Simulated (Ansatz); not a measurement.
Isolated molecules relaxed with PBE0-D4/def2-TZVP in Ansatz; ΔE leaves out vibrations. CCSD(T)/CBS is the MP2 limit (def2-TZVPP, def2-QZVPP) plus CCSD(T) − MP2 in def2-TZVPP, frozen cores. This one scheme is used for every species. Functionals use def2-TZVPP. Each species was taken in one conformer, which may not be the lowest.

Consider the substitution at a C–S bond: `C=C(F)SC` + H₂S → `C=C(F)S` + CH₃SH.

`C=C(F)SC`:

Cartesian coordinates in Å:
```
C 1.340 -0.404 1.528
C 0.829 0.086 0.409
F 1.504 -0.027 -0.747
S -0.649 1.001 0.297
C -1.404 0.235 -1.151
H 0.771 -0.359 2.444
H 2.332 -0.835 1.534
H -0.752 0.321 -2.017
H -2.323 0.791 -1.339
H -1.648 -0.810 -0.957
```

H₂S:

Z-matrix (Å, degrees):
```
S
H 1 1.341
H 1 1.341 2 92.3
```

`C=C(F)S`:

Z-matrix (Å, degrees):
```
C
C 1 1.322
H 1 1.079 2 121.2
H 1 1.082 2 119.5 3 180.0
F 2 1.337 1 120.8 3 180.0
S 2 1.753 1 130.2 3 -0.0
H 6 1.341 2 95.0 1 0.0
```

CH₃SH:

```xyz
6

C     0.195    0.400   -0.208
S    -0.949   -0.500    0.861
H     1.229    0.259    0.104
H    -0.059    1.455   -0.103
H     0.073    0.117   -1.252
H    -0.488   -1.732    0.597
```

```
             level  ΔE (kJ/mol)  difference from CCSD(T)/CBS
            B97M-V         17.9                         -1.0
        r2SCAN0-D4         17.8                         -1.1
      CAM-B3LYP-D4         17.8                         -1.1
           ωB97M-V         18.1                         -0.8
             BHLYP         14.9                         -4.0
      MP2/def2-SVP         21.6                          2.7
SCS-MP2/def2-TZVPP         17.9                         -1.0
   CCSD/def2-TZVPP         17.3                         -1.6
CCSD(T)/def2-TZVPP         18.6                         -0.3
    MP2/def2-QZVPP         20.0                          1.1
       CCSD(T)/CBS         18.9                            0
```

Largest T1 diagnostic among the species: 0.012.

In def2-TZVPP, CCSD(T) changes the Hartree–Fock value by +5.8 kJ/mol (the triples alone add +1.3 kJ/mol) and MP2 by +7.0 kJ/mol. The D4 term adds +3.1 kJ/mol with B3LYP and +1.9 kJ/mol with PBE0; it sums over pairs of atoms, weighted by their polarisabilities, and B3LYP, whose exchange is more repulsive, gets the larger term. Leaving LDA and LC-ωPBE aside and taking each functional with its dispersion term where it has one, the values, not all of them listed here, spread over 1.7 kJ/mol, from B2PLYP to revPBE-D4. LDA lies +3.6 kJ/mol from PBE without D4.

B3LYP here is the variant with VWN-RPA as its local correlation; programs differ in this.
